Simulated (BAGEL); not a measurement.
# UHF/cc-pVDZ (density fitting with qzvpp-jkfit) run of C3H4NO (SMILES C=[C]NC=O)

What is the energy change on altering one bond length of C3H4NO at UHF/cc-pVDZ (density fitting with qzvpp-jkfit)? 

The calculation is run with BAGEL 1.2.2.

1 further run of the same task is left out (set aside as unsound or not needed).

**1. The system as given**

The species is C3H4NO (9 atoms), meant as a doublet with charge 0. SMILES: `C=[C]NC=O`. The coordinates come from a GFN2-xTB relaxation. This is one conformer, not always the lowest.

Bond lengths: C1–C2 1.298 Å, C2–N3 1.345 Å, N3–C4 1.374 Å, C4–O5 1.205 Å, C1–H6 1.088 Å, C1–H7 1.077 Å, N3–H8 1.013 Å, C4–H9 1.104 Å. Angles: C1–C2–N3 139.9°, C2–N3–C4 124.7°, N3–C4–O5 125.3°, C2–C1–H6 123.1°, C2–C1–H7 121.4°, C2–N3–H8 116.7°, C4–N3–H8 118.0°, N3–C4–H9 111.1°, O5–C4–H9 123.6°, H6–C1–H7 115.5°.

**2. A single-point energy at UHF/cc-pVDZ (density fitting with qzvpp-jkfit)**

Contents of input.json:

```json
{ "bagel": [

{
  "title": "molecule",
  "basis": "cc-pvdz.json",
  "df_basis": "qzvpp-jkfit",
  "angstrom": true,
  "geometry": [
    { "atom": "C", "xyz": [    0.209270,    1.235480,    1.210760 ] },
    { "atom": "C", "xyz": [   -0.293790,    0.078590,    0.904100 ] },
    { "atom": "N", "xyz": [   -0.142390,   -0.901190,   -0.005460 ] },
    { "atom": "C", "xyz": [   -0.160990,   -0.714720,   -1.366200 ] },
    { "atom": "O", "xyz": [   -0.180350,    0.354200,   -1.921950 ] },
    { "atom": "H", "xyz": [    1.140190,    1.609900,    0.789120 ] },
    { "atom": "H", "xyz": [   -0.254250,    1.870800,    1.946670 ] },
    { "atom": "H", "xyz": [   -0.147880,   -1.851970,    0.343540 ] },
    { "atom": "H", "xyz": [   -0.169780,   -1.681090,   -1.900590 ] }
  ]
},
{
  "title": "uhf",
  "nopen": 1
},
{
  "title": "print",
  "file": "orbitals.molden",
  "orbitals": true
}

]}
```

The basis set cc-pVDZ is read from a file made from the Basis Set Exchange's data (not shown).

The run is started by

```bash
$ BAGEL_NUM_THREADS=1 BAGEL input.json > input.out
```

Output:

```text
* using 1 threads per process

  ===============================================================
  ===============================================================

  *** Geometry ***

  { "atom" : "C", "xyz" : [      0.395463,      2.334719,      2.288005 ] },
  { "atom" : "C", "xyz" : [     -0.555183,      0.148514,      1.708501 ] },
  { "atom" : "N", "xyz" : [     -0.269078,     -1.703002,     -0.010318 ] },
  { "atom" : "C", "xyz" : [     -0.304227,     -1.350625,     -2.581744 ] },
  { "atom" : "O", "xyz" : [     -0.340812,      0.669341,     -3.631959 ] },
  { "atom" : "H", "xyz" : [      2.154647,      3.042270,      1.491221 ] },
  { "atom" : "H", "xyz" : [     -0.480463,      3.535300,      3.678673 ] },
  { "atom" : "H", "xyz" : [     -0.279453,     -3.499716,      0.649197 ] },
  { "atom" : "H", "xyz" : [     -0.320838,     -3.176800,     -3.591595 ] },

  Number of auxiliary basis functions:      451

  Since a DF basis is specified, we compute 2- and 3-index integrals:
    o Being stored without compression. Storage requirement is 0.029 GB

  Number of basis functions:       90
  Number of electrons      :       37

    * METHOD: MOLECULE                             0.19

  *** Open-shell HF ***

  === Nuclear Repulsion ===
   154.6310561122

      * DIIS with orbital gradients will be used.

  === UHF iteration (cc-pvdz.json) ===
      0       -244.91530447          0.03144923           0.10
      1       -245.07886839          0.02287461           0.10
      2       -245.12577478          0.01604940           0.10
      3       -245.17790462          0.00215921           0.10
      4       -245.17972312          0.00091265           0.10
      5       -245.18043973          0.00036758           0.10
      6       -245.18086522          0.00017607           0.11
      7       -245.18113194          0.00013306           0.10
      8       -245.18144994          0.00010454           0.10
      9       -245.18179801          0.00009289           0.10
     10       -245.18237962          0.00007152           0.10
     11       -245.18266005          0.00005453           0.10
     12       -245.18281881          0.00003940           0.10
     13       -245.18287133          0.00001890           0.10
     14       -245.18287941          0.00001200           0.10
     15       -245.18287951          0.00000705           0.10
     16       -245.18288026          0.00000205           0.10
     17       -245.18288028          0.00000108           0.10
     18       -245.18288031          0.00000076           0.10
     19       -245.18288032          0.00000061           0.10
     20       -245.18288034          0.00000044           0.10
     21       -245.18288036          0.00000026           0.10
     22       -245.18288037          0.00000022           0.10
     23       -245.18288037          0.00000017           0.10
     24       -245.18288037          0.00000011           0.10
     25       -245.18288037          0.00000005           0.10
     26       -245.18288037          0.00000003           0.10
     27       -245.18288037          0.00000002           0.10
     28       -245.18288037          0.00000001           0.10
     29       -245.18288037          0.00000001           0.10
     30       -245.18288037          0.00000001           0.11
    * SCF iteration converged.

    * S^2 (UHF) is 0.9059

    * Permanent dipole moment:
           (   -0.151959,     1.232259,    -0.664892) a.u.

    * METHOD: UHF                                  3.17

    * METHOD: PRINT                                0.01

  ===============================================================
```

It took 3.9 s on 1 thread of Arm Neoverse V2, shared host; peak memory 0.11 GiB.

**3. The distorted shape at the same level**

Contents of job.json:

```json
{ "bagel" : [

{
  "title" : "molecule",
  "basis" : "cc-pvdz.json",
  "df_basis" : "qzvpp-jkfit",
  "angstrom" : "true",
  "geometry" : [
    { "atom" : "C", "xyz" : [       0.069669,       1.179332,       1.273989 ] },
    { "atom" : "C", "xyz" : [      -0.433391,       0.022442,       0.967329 ] },
    { "atom" : "N", "xyz" : [      -0.281991,      -0.957338,       0.057769 ] },
    { "atom" : "C", "xyz" : [      -0.300591,      -0.770868,      -1.302971 ] },
    { "atom" : "O", "xyz" : [      -0.319951,       0.298052,      -1.858721 ] },
    { "atom" : "H", "xyz" : [       1.140190,       1.609900,       0.789120 ] },
    { "atom" : "H", "xyz" : [      -0.393851,       1.814652,       2.009899 ] },
    { "atom" : "H", "xyz" : [      -0.287481,      -1.908118,       0.406769 ] },
    { "atom" : "H", "xyz" : [      -0.309381,      -1.737238,      -1.837361 ] }
  ]
},

{
  "title" : "uhf",
  "charge" : 0,
  "nopen" : 1
},

{
  "title" : "print",
  "file" : "orbitals.molden",
  "orbitals" : "true"
}

]}
```

The basis set cc-pVDZ is read from a file made from the Basis Set Exchange's data (not shown).

The run is started by

```bash
$ BAGEL_NUM_THREADS=1 BAGEL job.json > job.out
```

Output:

```text
* using 1 threads per process

  ===============================================================
  ===============================================================

  *** Geometry ***

  { "atom" : "C", "xyz" : [      0.131655,      2.228614,      2.407490 ] },
  { "atom" : "C", "xyz" : [     -0.818990,      0.042409,      1.827987 ] },
  { "atom" : "N", "xyz" : [     -0.532886,     -1.809107,      0.109168 ] },
  { "atom" : "C", "xyz" : [     -0.568035,     -1.456729,     -2.462258 ] },
  { "atom" : "O", "xyz" : [     -0.604620,      0.563237,     -3.512474 ] },
  { "atom" : "H", "xyz" : [      2.154647,      3.042270,      1.491221 ] },
  { "atom" : "H", "xyz" : [     -0.744271,      3.429195,      3.798159 ] },
  { "atom" : "H", "xyz" : [     -0.543260,     -3.605820,      0.768682 ] },
  { "atom" : "H", "xyz" : [     -0.584645,     -3.282904,     -3.472109 ] },

  Number of auxiliary basis functions:      451

  Since a DF basis is specified, we compute 2- and 3-index integrals:
    o Being stored without compression. Storage requirement is 0.029 GB

  Number of basis functions:       90
  Number of electrons      :       37

    * METHOD: MOLECULE                             0.19

  *** Open-shell HF ***

  === Nuclear Repulsion ===
   154.0641516484

      * DIIS with orbital gradients will be used.

  === UHF iteration (cc-pvdz.json) ===
      0       -244.90610588          0.03063635           0.10
      1       -245.06794835          0.02241545           0.10
      2       -245.11412340          0.01570936           0.10
      3       -245.16435138          0.00214534           0.10
      4       -245.16621450          0.00091083           0.09
      5       -245.16697561          0.00037680           0.10
      6       -245.16742435          0.00018558           0.11
      7       -245.16771105          0.00014148           0.10
      8       -245.16805979          0.00011185           0.10
      9       -245.16846005          0.00009809           0.10
     10       -245.16908533          0.00007510           0.10
     11       -245.16937357          0.00005683           0.10
     12       -245.16954710          0.00004177           0.10
     13       -245.16960398          0.00002045           0.10
     14       -245.16961483          0.00001300           0.10
     15       -245.16961587          0.00000762           0.10
     16       -245.16961694          0.00000201           0.10
     17       -245.16961696          0.00000102           0.10
     18       -245.16961698          0.00000071           0.10
     19       -245.16961700          0.00000056           0.10
     20       -245.16961701          0.00000040           0.10
     21       -245.16961703          0.00000027           0.10
     22       -245.16961703          0.00000023           0.10
     23       -245.16961703          0.00000019           0.10
     24       -245.16961704          0.00000012           0.10
     25       -245.16961704          0.00000007           0.10
     26       -245.16961704          0.00000005           0.10
     27       -245.16961704          0.00000003           0.10
     28       -245.16961704          0.00000002           0.10
     29       -245.16961704          0.00000002           0.10
     30       -245.16961704          0.00000002           0.11
     31       -245.16961704          0.00000001           0.10
     32       -245.16961704          0.00000001           0.10
    * SCF iteration converged.

    * S^2 (UHF) is 0.9190

    * Permanent dipole moment:
           (   -0.120954,     1.248960,    -0.667998) a.u.

    * METHOD: UHF                                  3.33

    * METHOD: PRINT                                0.01

  ===============================================================
```

It took 3.9 s on 1 thread of Arm Neoverse V2, shared host; peak memory 0.11 GiB.

**4. Results**

Level: UHF/cc-pVDZ (density fitting with qzvpp-jkfit).

```
                                                         quantity          value
                                        first shape: total energy  -245.18288 Eh
                                       first shape: dipole moment         3.58 D
                                                first shape: ⟨S²⟩          0.906
                                    distorted shape: total energy  -245.16962 Eh
                                   distorted shape: dipole moment         3.61 D
                                            distorted shape: ⟨S²⟩          0.919
energy change with the C1–H6 bond stretched from 1.088 to 1.252 Å       0.361 eV
```

What this shows: With the C1–H6 bond stretched from 1.088 to 1.252 Å the energy rises by 0.36 eV (8.3 kcal/mol). The first shape isn't relaxed at this level, so the change isn't measured from a minimum. ⟨S²⟩ (first shape) is 0.91 where a pure doublet has 0.75: the reference is spin-contaminated. ⟨S²⟩ (distorted shape) is 0.92 where a pure doublet has 0.75: the reference is spin-contaminated.
